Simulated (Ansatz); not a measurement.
BFH2S (`FBS`). Charge 0, multiplicity 1. The structure was optimised at the PBE0-D4/def2-TZVP level. It is one conformer, not always the lowest.

```xyz
5

F    -1.427    0.292   -1.035
B    -0.259    0.223   -0.420
S    -0.140   -0.807    1.044
H     0.669    0.838   -0.850
H     1.157   -0.546    1.262
```

Problem. What is the dipole moment at B3LYP/def2-TZVPP? (An estimate is asked.)

Solution. Computed: 1.57 D, with components (1.48, 0.11, 0.51) D in this frame, pointing from negative to positive charge.

Problem. And with PBE, r2SCAN, ωB97M-V? (Estimate.)

Solution. Computed: PBE 1.47 D, r2SCAN 1.54 D, ωB97M-V 1.53 D.

Problem. Give the Mulliken charges with B3LYP, ωB97M-V, PBE in def2-TZVPP. (Estimate.)

Solution. Computed: 
| atom | B3LYP | ωB97M-V | PBE |
| --- | --- | --- | --- |
| F1 | -0.22 | -0.22 | -0.18 |
| B2 | 0.25 | 0.20 | 0.23 |
| S3 | -0.15 | -0.13 | -0.15 |
| H4 | 0.01 | 0.04 | -0.02 |
| H5 | 0.11 | 0.12 | 0.12 |

B3LYP here is the variant with VWN-RPA as its local correlation; programs differ in this.
